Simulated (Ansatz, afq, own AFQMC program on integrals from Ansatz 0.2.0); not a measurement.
AFQMC on a folder of integrals that Ansatz 0.2.0 wrote.

```yaml
crystal:
  periodic: [false, false, false]
  atoms:
    - {symbol: Sb, position_ang: [0.000000, 0.000000, 0.000000]}
basis:
  gaussian: {orbitals: def2-SVP}
magnetization: {spin_polarized: true, initial_magnetization: 3}
correlation: {method: ccsd_t, electrons: outside_noble_gas, hamiltonian_folder: ham}
```

```sh
$ ansatz run in.yaml --threads 1 --pin off --events-out ev --progress --plain --max-ram 24576MiB --backend cuda --devices 0, --max-vram 18GiB
```

afq runs on the folder ham with

```
--method free --trial cisd --walkers 4000 --time-step 0.03 --max-blocks 4000 --target-error 0.00017 --factor-cut 1e-05 --seed 6408 --times 0,0.3,0.6,1.2,1.8,2.4,3.6,4.8,6 --taylor-order 8
```

Times are imaginary, in 1/Eh. The walk had a cap of 61 s. Filled inner d shells are frozen with the cores. Core potentials past Kr, no spin–orbit coupling.

Log:

```
orbitals 17  electrons 4 1  factors 104 of 153
reference energy -239.27334665 Eh
CCSD correlation -0.05872791 Eh in 9 cycles, weight of the determinant in the CISD state 0.9528
repeat  energy at the last time / Eh  error
    10  -239.332899  0.000009
    20  -239.332911  0.000007
    30  -239.332912  0.000005
time / (1/Eh)  energy / Eh  error  mean overlap
  0.00  -239.332079  0.000002  1.0495
  0.30  -239.332472  0.000003  1.0488
  0.60  -239.332675  0.000004  1.0482
  1.20  -239.332838  0.000004  1.0495
  1.80  -239.332890  0.000005  1.0503
  2.40  -239.332911  0.000005  1.0505
  3.60  -239.332919  0.000005  1.0504
  4.80  -239.332922  0.000007  1.0519
  6.00  -239.332912  0.000005  1.0523
energy -239.332912 +/- 0.000005 Eh
```

The run passed its tests (error under three times the target), which doesn't prove that it has relaxed.

Against this walk (error 0.1 meV) on the same determinant: CCSD(T) 6.4 meV higher, CCSDT(Q) 0.6 meV higher, CCSDTQ 0.1 meV higher (within the noise), full CI 0.1 meV higher (within the noise). The error is statistical, and a free projection of finite length keeps a remainder of its start. The last points scatter (meV from the last: 0.60 ± 0.15 at 1.80, 0.05 ± 0.13 at 2.40, -0.17 ± 0.14 at 3.60, -0.25 ± 0.19 at 4.80, 0.00 ± 0.14 at 6.00); the last is the one printed as the energy, and the gaps above move with that scatter.

Cautions: remainder of the start not in the error; no spin-orbit coupling; inner d shell frozen.

The walk took 26 s on 1 × NVIDIA H100 80GB HBM3 with 2 threads of AMD EPYC 7R13 Processor (Zen 3), on a shared host (the card was shared). The log's last line is the free-projection energy.

CCSDT and higher add their correlation energy to the determinant of the CCSD(T) run, since their own runs factorise the integrals more tightly (a shift of under 2 meV). A walk keeps the symmetry of its determinant, which the program's search chose and which needn't be the lowest solution, so a lower state of the same spin and another symmetry isn't excluded.
